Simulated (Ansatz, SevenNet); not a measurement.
For zinc-blende CdSe, the machine-learned potential SevenNet-l3i5 (trained on PBE and PBE+U data) gives:

| Item | Value |
|---|---|
| lattice parameter a | 6.210 Å |
| bulk modulus B0 | 44.5 GPa |
| TO(Γ) frequency | 162 cm⁻¹ |
| elastic constant C11 | 55.4 GPa |
| elastic constant C44 | 19.6 GPa |
| Voigt–Reuss–Hill shear modulus | 13.7 GPa |

Question: What does r²SCAN (plane waves, PAW; Ansatz, a program for electronic structure) give for the same quantities?

Answer: 
- lattice constant a: 6.133 Å (decreases by 1.2 %)
- bulk modulus: 51.6 GPa (rises by 16 %)
- zone-centre TO phonon frequency: 163 cm⁻¹ (is nearly the same)
- elastic constant C11: 63.0 GPa (grows by 14 %)
- elastic constant C44: 22.5 GPa (grows by 15 %)
- Voigt–Reuss–Hill shear modulus: 15.3 GPa (rises by 12 %)

For comparison: lattice constant a 6.077 Å (measured, room temperature, no zero-point or thermal correction, our sources range from 6.052 to 6.084; as tabulated in arXiv:1206.3780).

Changes are worked out from the printed values.

Unless a cell is named, each level is at its own relaxed cell (SevenNet-l3i5 29.94, r²SCAN 28.84 Å³/atom).

Ansatz's density-functional and Hartree–Fock values are scalar-relativistic unless marked +SOC, with PAW data made under PBE.
